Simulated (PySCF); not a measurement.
Which level of theory gave which numbers?

C3H6OS.
Numbering: `[CH2:1]=[CH:2][S@@:3]([CH3:4])=[O:5]` (hydrogens: H6, H7 on C1; H8 on C2; H9, H10, H11 on C4)

The closed-shell ground state was solved 4 times with PySCF (density fitting, gas phase), always in the pcSseg-2 basis (271 functions), with these functionals: B97-2, KT3, PBE0 and wB97X-D. The structure is a single PBE0-D3(BJ)/def2-TZVP conformer in the gas phase; no vibrational or solvent corrections.

```json
{"row": "P", "total energy (Eh)": "-591.0190", "HOMO (eV)": "-6.81", "LUMO (eV)": "-0.68", "dipole (D)": "3.78"}
{"row": "Q", "total energy (Eh)": "-597.1208", "HOMO (eV)": "-5.62", "LUMO (eV)": "-1.60", "dipole (D)": "3.49"}
{"row": "R", "total energy (Eh)": "-591.3152", "HOMO (eV)": "-8.65", "LUMO (eV)": "1.11", "dipole (D)": "3.88"}
{"row": "S", "total energy (Eh)": "-591.3414", "HOMO (eV)": "-6.55", "LUMO (eV)": "-0.72", "dipole (D)": "3.76"}
```

**Question.** Which functional belongs to which row?

**Answer.** P = PBE0, Q = KT3, R = wB97X-D, S = B97-2. By rising HOMO–LUMO gap: KT3 (GGA) 4.02 eV; B97-2 (global hybrid, 21 % exact exchange) 5.83 eV; PBE0 (global hybrid, 25 % exact exchange) 6.13 eV; wB97X-D (range-separated hybrid) 9.76 eV. Total energies of different functionals aren't bounds to one another; each is stationary for its own functional.

The values belong to the conformer `[CH2:1]=[CH:2][S@@:3]([CH3:4])=[O:5]`: C1–C2–S3–C4 -118°.

The pairwise dispersion term of wB97X-D wasn't added to the energies; at a given geometry it leaves orbitals and properties as they are.
